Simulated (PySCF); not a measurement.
## Static response to an electric field

CHF₃S.
Atom-mapped SMILES: `[F:1][C:2]([F:3])([F:4])[SH:5]` (hydrogens: H6 on S5)

Cartesian coordinates in Å at the GFN2-xTB level; atoms count from 1:
```xyz
6
CHF3S angstrom
F     -0.8299    0.3834    1.1105
C     -0.4283    0.0219   -0.1091
F     -0.3093    1.1421   -0.8234
F     -1.3828   -0.7141   -0.6547
S      1.1393   -0.9159   -0.0555
H      1.8141    0.0846    0.5106
```

Level: B3LYP/def2-SVPD (PySCF), static field, nuclei fixed, core orbitals frozen in the response. The polarisability tensor in these axes (au):

```
x   41.72 -2.94  0.64
y   -2.94 36.75 -0.10
z    0.64 -0.10 35.14
```

What are the eigenvalues, a third of the trace, and Δα (Δα² = ½Σ(αi − αj)² over the three pairs)?

Principal values 35.01, 35.47 and 43.13 au; mean 37.87 au = 5.61 Å³ = 6.24 × 10⁻⁴⁰ C²·m²/J; Δα = 7.90 au (21 % of the mean).

What is the dipole moment, and where does it point?

(1.37, 0.03, 0.37) D, 1.42 D in size, pointing from the negative to the positive side. Measured along this direction, the outermost atoms are F4 at the negative end and H6 at the positive end.

Traceless (Buckingham) quadrupole moment about the centre of nuclear charge: eigenvalues?

-3.47, -1.23, 4.70 D·Å. The values depend on the origin, since the dipole doesn't vanish. The electronic extent ⟨r²⟩ about the same centre is 434 bohr², a root-mean-square distance of 1.56 Å for the 50 electrons.

Rayleigh depolarisation ratio (linearly polarised light, static tensor)?

ρ = 3Δα²/(45ᾱ² + 4Δα²) = 187.4/(64534 + 249.9) = 0.00289.

Sum over states: ᾱ = Σ f/ω², ω in Eh. What share falls to these 8 lowest TDDFT singlets (eV, f)? 5.73, 0.0013; 6.76, 0.0348; 8.22, 0.0362; 8.42, 0.0023; 8.63, 0.0044; 8.72, 0.0157; 8.75, 0.0371; 9.21, 0.0392.

They add up to 1.91 au, 5.0 % of the 37.87 au; the largest single term is 0.56 au, from the state at 6.76 eV. Terms in order: 0.03, 0.56, 0.40, 0.02, 0.04, 0.15, 0.36, 0.34 au. Higher excitations give the rest. The strengths listed sum to 0.171.

Orientational against electronic polarisability at 350 K (dilute gas, rigid molecules)?

In Gaussian units μ²/3kT = 13.90 Å³ against 5.61 Å³, a ratio of 2.48; the Debye molar polarisation (4π/3)N_A(α + μ²/3kT) is 49.2 cm³/mol, leaving out the vibrational part.

Find the Langevin capture rate constant for H3O+ (19.018 u) meeting this molecule (101.975 u), k = 2.342 × 10⁻⁹ cm³/s × √(α in Å³ / reduced mass in u).

The reduced mass is 16.03 u, so k = 1.39 × 10⁻⁹ cm³/s. The formula leaves out the permanent dipole, which adds to the capture rate.

Geometry: GFN2-xTB; no solvent, vibrations or thermal averaging.
